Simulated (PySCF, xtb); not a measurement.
## Relative energy of two isomers of BH6NO

Structure a: `[BH3-][OH+]N`, a singlet. Structure b: `[BH3-][NH2+]O`, a singlet. Both are isolated molecules in the gas phase, relaxed with PBE0-D3(BJ)/pcseg-1; the shapes shown needn't be the lowest conformers.

a (Å):

```xyz
9

B     0.4243   -1.1513   -0.3640
N     0.5840   -0.0013    1.9749
O     1.2941   -0.7512    0.9811
H    -0.6019   -1.6180    0.0992
H     0.2957   -0.0863   -0.9237
H     1.1556   -1.9507   -0.9032
H     1.6083   -1.5451    1.4418
H     0.7803    0.9607    1.6941
H    -0.3985   -0.1687    1.7310
```

b (Å):

```yaml
atoms:
  - { symbol: B, position_ang: [0.5610, -1.3183, -0.2664] }
  - { symbol: N, position_ang: [0.7136, -0.5853, 1.1676] }
  - { symbol: O, position_ang: [0.0237, 0.6376, 1.2482] }
  - { symbol: H, position_ang: [-0.6207, -1.5500, -0.4029] }
  - { symbol: H, position_ang: [1.0445, -0.5652, -1.0835] }
  - { symbol: H, position_ang: [1.2327, -2.3227, -0.0763] }
  - { symbol: H, position_ang: [1.7087, -0.4194, 1.3384] }
  - { symbol: H, position_ang: [0.3589, -1.2173, 1.8899] }
  - { symbol: H, position_ang: [0.1778, 0.9919, 2.1391] }
```

Quicker runs give these differences E(b) − E(a): GFN2-xTB +7.6 kJ/mol; HF/STO-3G +17.7 kJ/mol (at GFN2-xTB geometries); r2SCAN-D4/def2-SVP −35.7 kJ/mol (at GFN2-xTB geometries).

**Question.** Estimate which is lower in electronic energy at CCSD(T)/def2-SVP + ΔMP2/def2-TZVPP, and by roughly how much.

**Answer.** The CCSD(T)/def2-SVP + ΔMP2/def2-TZVPP calculation puts structure b lower, by 33.3 kJ/mol.

The same difference at several levels:

```json
{"level": "GFN2-xTB", "geometry": "GFN2-xTB", "E(b) − E(a) (kJ/mol)": "+7.6", "departure from the last row (kJ/mol)": "+41.0", "job, with rough time for the two": "optimisation, 0.16 s"}
{"level": "HF/STO-3G", "geometry": "GFN2-xTB", "E(b) − E(a) (kJ/mol)": "+17.7", "departure from the last row (kJ/mol)": "+51.0", "job, with rough time for the two": "single point, 1.8 s"}
{"level": "r2SCAN-D4/def2-SVP", "geometry": "GFN2-xTB", "E(b) − E(a) (kJ/mol)": "−35.7", "departure from the last row (kJ/mol)": "−2.4", "job, with rough time for the two": "single point, 12 s"}
{"level": "PBE0-D3(BJ)/pcseg-1", "geometry": "PBE0-D3(BJ)/pcseg-1", "E(b) − E(a) (kJ/mol)": "−39.0", "departure from the last row (kJ/mol)": "−5.7", "job, with rough time for the two": "optimisation, 3.8 min"}
{"level": "HF/def2-SVP", "geometry": "PBE0-D3(BJ)/pcseg-1", "E(b) − E(a) (kJ/mol)": "−27.1", "departure from the last row (kJ/mol)": "+6.2", "job, with rough time for the two": "part of the CCSD(T) run"}
{"level": "MP2/def2-SVP", "geometry": "PBE0-D3(BJ)/pcseg-1", "E(b) − E(a) (kJ/mol)": "−33.4", "departure from the last row (kJ/mol)": "−0.1", "job, with rough time for the two": "part of the CCSD(T) run"}
{"level": "CCSD(T)/def2-SVP", "geometry": "PBE0-D3(BJ)/pcseg-1", "E(b) − E(a) (kJ/mol)": "−31.5", "departure from the last row (kJ/mol)": "+1.8", "job, with rough time for the two": "single point"}
{"level": "CCSD(T)/def2-SVP + ΔMP2/def2-TZVPP", "geometry": "PBE0-D3(BJ)/pcseg-1", "E(b) − E(a) (kJ/mol)": "−33.3", "departure from the last row (kJ/mol)": "", "job, with rough time for the two": "single point, 35 s"}
```

As drawn, b has 1 B–N in place of 1 B–O.

GFN2-xTB, HF/STO-3G put the two in the other order. The largest departure from CCSD(T)/def2-SVP + ΔMP2/def2-TZVPP is that of HF/STO-3G, 51.0 kJ/mol. The last row adds to CCSD(T) the change of the MP2 difference between the two basis sets, here −1.8 kJ/mol.

With harmonic frequencies from PBE0-D3(BJ)/pcseg-1 (ideal gas, rigid rotor, one conformer each, 298.15 K, 1 atm): on the last row, ΔE + ΔZPE = −30.8, ΔH = −31.6, ΔG = −29.9 kJ/mol.

The correlated steps freeze 3 core orbitals. Mirror images aren't counted in ΔG. Programs: PySCF 2.14.0, xtb 6.7.1; the last row on 2 threads of Arm Neoverse V1 on a shared host.
